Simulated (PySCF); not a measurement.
Reaction (SMILES): OCl (OH-Cl) + H+ → [OH2+]Cl
B3LYP-D3(BJ)/def2-TZVP geometries, fixed; electronic energies without zero-point terms; positive where energy is released.

Effect of the grid level at PBE0/def2-TZVP with PySCF, against the last row, where the proton affinity is 158.99 kcal/mol. The proton sits at the site shown, which need not be the one that binds it best.

| setting | grid points, largest species | largest shift of a total energy (mEh) | shift of the proton affinity (kcal/mol) |
|---|---|---|---|
| grids.level: 0 | 3952 | -2.014 | 1.415 |
| grids.level: 1 | 16440 | -0.006 | -0.005 |
| grids.level: 2 | 33704 | 0.001 | 0.001 |
| grids.level: 3 | 52584 | 0.000 | 0.000 |
| grids.level: 4 | 88368 | 0.000 | 0.000 |
| grids.level: 5 | 133112 | 0.000 | 0.000 |
| grids.level: 7 | 272416 | 0.000 | 0.000 |

Within 0.05 kcal/mol in the proton affinity: grids.level: 1; grids.level: 2; grids.level: 3; grids.level: 4; grids.level: 5. The largest shift is 2.014 mEh in a total energy and 1.415 kcal/mol in the difference.
